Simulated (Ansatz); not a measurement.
# What a trial cell of Sr relaxes into

All numbers below come from DFT PBEsol, scalar-relativistic, plane waves, PAW in Ansatz. Cutoff 420 eV, Γ-centred k mesh, Gaussian smearing, no spin polarisation in the final step.

Sr was placed on the black phosphorus structure type (Cmce, No. 64), at a guessed volume.

```xyz
4
Lattice="2.4235 -7.6878 0.0000 2.4235 7.6878 0.0000 0.0000 0.0000 6.4138" Properties=species:S:1:pos:R:3 pbc="T T T"
Sr    2.4235    6.1810    5.8366
Sr    2.4235   -1.5068    3.7841
Sr    2.4235   -6.1810    0.5772
Sr    2.4235    1.5068    2.6297
```

Cell and atoms relax at zero pressure; the relaxation can't lower the symmetry of the start. After a coarse first stage the cell is made exact in the group found at 0.06 Å.

Energies count from the standard state of Sr at the same level.

Q: Describe the relaxed structure.

A: It ends in Fmmm (No. 69). Conventional cell: a = 4.232 Å, b = 6.845 Å, c = 14.554 Å. Sr has 9 Sr at 3.84–4.23 Å and 2 Sr at 4.85 Å.

Space group Fmmm (No. 69). a = 4.232 Å, b = 6.845 Å, c = 14.554 Å, α = 90.00°, β = 90.00°, γ = 90.00°
```json
{"atom": "Sr", "site": "8i", "symmetry": "mm2", "x": "0.5000", "y": "0.0000", "z": "0.3679"}
```

Q: What are its volume, energy, density and gap?

A: The volume per atom is 52.71 Å³ and the density is 2.76 g/cm³. The energy over the standard structure is 0.13 eV/atom and the gap on the 16×16×16 mesh is 0 eV (a metal).

The final run used a 16×16×16 mesh on its 2-atom cell and 0.10 eV smearing. The k mesh leaves about 4 meV/atom of noise in metals. A structure relaxed within its symmetry needn't be a true minimum.